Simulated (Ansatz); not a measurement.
# CH4BCl: molecular dynamics

Purpose: to follow the molecule's vibrations and see whether its bonds hold. The start is relaxed first. Runs: 40 steps of 2.5 fs under a Langevin thermostat at 1500 K. SMILES of the start: CBCl.

Method: RKS PBE-D4/def2-SVP, in Ansatz 0.2.0.

### 1 The starting structure

Bond lengths: B1–C2 1.600 Å, C2–H3 1.110 Å, C2–H4 1.110 Å, C2–H5 1.110 Å, B1–Cl6 1.860 Å, B1–H7 1.190 Å. Angles: B1–C2–H3 109.5°, B1–C2–H4 109.5°, B1–C2–H5 109.5°, H3–C2–H4 109.4°, H3–C2–H5 109.4°, H4–C2–H5 109.4°, C2–B1–Cl6 120.0°, C2–B1–H7 120.0°, Cl6–B1–H7 120.0°.

As a file:

```xyz
7

B     0.0000    0.0000    0.0000
C     0.0000    0.0000    1.6000
H    -0.9996   -0.3092    1.9705
H     0.7676   -0.7111    1.9705
H     0.2320    1.0203    1.9705
Cl    1.6108    0.0000   -0.9300
H    -1.0305    0.0000   -0.5950
```

### 2 Preparing the start

input.yaml

```yaml
crystal:
  periodic: [false, false, false]
  atoms:
    - { symbol: B, position_ang: [0.0, 0.0, 0.0] }
    - { symbol: C, position_ang: [0.0, 0.0, 1.6] }
    - { symbol: H, position_ang: [-0.9996, -0.3092, 1.9705] }
    - { symbol: H, position_ang: [0.7676, -0.7111, 1.9705] }
    - { symbol: H, position_ang: [0.232, 1.0203, 1.9705] }
    - { symbol: Cl, position_ang: [1.6108, 0.0, -0.93] }
    - { symbol: H, position_ang: [-1.0305, 0.0, -0.595] }
basis:
  gaussian: { orbitals: def2-SVP }
hamiltonian:
  xc: pbe
  dispersion: d4
relax:
  f_tol: 0.02
  max_steps: 40
```

Command:

```
ansatz run input.yaml --threads 1 --pin off --max-ram 2048MiB --backend cpu --events-out ev --progress --plain --runs-dir out
```

Further steps of the session: The run.

Before running it: what results should come out? Wanted: relaxation of the start; temperature, first and last step; temperature, second half; potential energy, second half; bonds formed or broken.

As calculated:

```
                        quantity                                value
         relaxation of the start             12 moves, 0.173 eV lower
                          length                   40 steps of 2.5 fs
temperature, first and last step                     1286 and 47258 K
        temperature, second half  mean 56634 K, from 47258 to 72978 K
   potential energy, second half        +1758 meV/atom from the start
          bonds formed or broken                                    2
```

The temperature runs away to 72978 K: the integration has become unstable, and nothing after that is physical. Averages from a run of 100 fs with 7 atoms are rough. The nuclei move classically, without zero-point motion, which matters most for hydrogen.
